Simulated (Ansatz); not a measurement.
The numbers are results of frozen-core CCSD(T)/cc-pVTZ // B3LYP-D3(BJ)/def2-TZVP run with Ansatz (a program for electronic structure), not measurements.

Ansatz 0.2 input:
```yaml
crystal:
  periodic: [false, false, false]
  atoms:
    - { symbol: C, position_ang: [0.592958, 0.000067, 0.14382] }
    - { symbol: C, position_ang: [-0.592956, -0.000066, 0.304473] }
    - { symbol: H, position_ang: [1.64597, 0.000185, 0.001171] }
    - { symbol: H, position_ang: [-1.645968, -0.000185, 0.447124] }
basis:
  gaussian: { orbitals: cc-pVTZ }
correlation:
  method: ccsd_t
```

Output:

```
Functional definition: HF
498 factors; integrals over basis functions are off by at most 9.8e-4 eV
mean field evaluation 1: about -2089.8120 eV, gradient 2.3e1 eV
mean field evaluation 2: about -2089.8173 eV, gradient 2.3e1 eV
mean field evaluation 4: about -2091.1825 eV, gradient 1.7e0 eV
mean field evaluation 8: about -2091.1923 eV, gradient 3.1e-5 eV
mean field evaluation 16: about -2091.1923 eV, gradient 1.1e-1 eV
mean field -2091.19229553 eV, -76.8498993995 hartree, gradient 9.6e-7 eV, S^2 0.000000; 0 other end points of the search recorded, 0 dependent functions left out
2 core orbitals not correlated
reference -2091.19229553 eV, -76.8498993995 hartree; 5, 5 occupied and 81, 81 virtual orbitals, 498 factors
second order -8.40543638 eV of doubles, -0.00000000 eV of singles
cycle   1  -8.41686047 eV  change   -1.1e-2 eV  update   7.1e-2
cycle   2  -8.67641574 eV  change   -2.6e-1 eV  update   2.2e-2
cycle   3  -8.73515438 eV  change   -5.9e-2 eV  update   1.1e-2
cycle   4  -8.73838502 eV  change   -3.2e-3 eV  update   3.0e-3
cycle   5  -8.74008621 eV  change   -1.7e-3 eV  update   7.4e-4
cycle   6  -8.74022726 eV  change   -1.4e-4 eV  update   1.8e-4
cycle   7  -8.74029039 eV  change   -6.3e-5 eV  update   3.8e-5
cycle   8  -8.74030442 eV  change   -1.4e-5 eV  update   1.0e-5
cycle   9  -8.74030058 eV  change    3.8e-6 eV  update   2.3e-6
perturbative correction -0.44159145 eV, -0.0162281865 hartree
Total energy: -2100.37418756 eV, -77.1873277079 hartree
```

Cost: around 1.6 core-seconds (rough).
